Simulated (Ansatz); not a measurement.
# Ge–AsH2⁺, triplet in cc-pVDZ: errors against RCCSDTQ

Geometry: that of the Ge–AsH2, doublet, kept fixed. The singlet lies 1.2 eV lower here.

```yaml
atoms:
  - { symbol: Ge, position_ang: [0.0000, 0.0000, 1.1907] }
  - { symbol: As, position_ang: [0.0000, 0.0000, -1.0996] }
  - { symbol: H, position_ang: [0.0000, 1.1742, -2.0399] }
  - { symbol: H, position_ang: [0.0000, -1.1742, -2.0399] }
```

Basis cc-pVDZ; Ansatz 0.2.0. Correlated methods freeze the noble-gas cores and the filled d shells of p-block atoms, which leaves 10 electrons in 36 orbitals. Prefix R: restricted or restricted open-shell reference; prefix U: unrestricted. Active spaces: valence = (10e, 10o) chosen from the atoms' valence shells. No spin–orbit coupling is included, and no scalar relativity.

Full CI isn't at hand for all of this; RCCSDTQ serves as the reference, and is uncertain by about the last step of the cluster series. The frozen core follows each run's orbitals, which can shift R against U totals by a few meV for light atoms and by up to 0.1 eV past Ca.

For open shells CISD is restricted-active-space CI with the open shells as a complete middle space.

```
UHF ⟨S²⟩                          : 2.029
T1 diagnostic (RCCSD)             : 0.0199
largest doubles amplitude (RCCSD) : 0.057
```

| level | E − E(RHF) (eV) |
| --- | --- |
| RMP2 | -4.0466 |
| RCCSD | -5.0031 |
| RCCSD(T) | -5.1469 |

Task: Estimate how far RCCSDTQ in cc-pVDZ lies from RCCSD(T). The table doesn't fix it; the size of (T) and the diagnostics are the guide.

Result: RCCSDTQ in cc-pVDZ lies 3.8 kJ/mol below RCCSD(T), which is 27 % of the (T) step (-13.9 kJ/mol). The diagnostics give no warning, yet the rest is a sizeable part of (T).

The other levels:

```
                   level  E − E(RCCSDTQ) (kJ/mol)  share of correlation (%)   wall time
                    CISD                     52.1                     89.60       7.5 s
                 BCCD(T)                      3.7                     99.25        18 s
                  RCCSDT                      0.8                     99.85           –
               RCCSDT(Q)                      0.1                     99.98        29 s
  CASSCF (valence space)                    321.5                     35.75           –
  NEVPT2 (valence space)                     78.6                     84.29        16 s
  MRCISD (valence space)                     21.9                     95.62           –
MRCISD+Q (valence space)                      1.8                     99.65  9 s (H100)
```

The correlation energy at RCCSDTQ, counted from RHF, is -5.186 eV. That run took 43 s on 2 threads of AMD EPYC 7R13 with a shared H100 80 GB, shared host.

Run but not shown, since their state, orbitals or frozen core can't be matched to the reference's or they repeat it: UHF, UMP2, UCCSD, UCCSD(T), UCCSDT, UCCSDT(Q).

Times hold each run's SCF and search for its determinant on a shared host, so for small cases they say little of a method's own cost; rows without a card ran on 1 thread of AMD EPYC 7R13.

Natural occupations of CASSCF (valence space) about the gap: 1.989 1.976 1.967 1.934 0.999 0.999 0.044 0.042 0.029 0.021; effectively unpaired electrons, Σ n²(2−n)², 2.04.
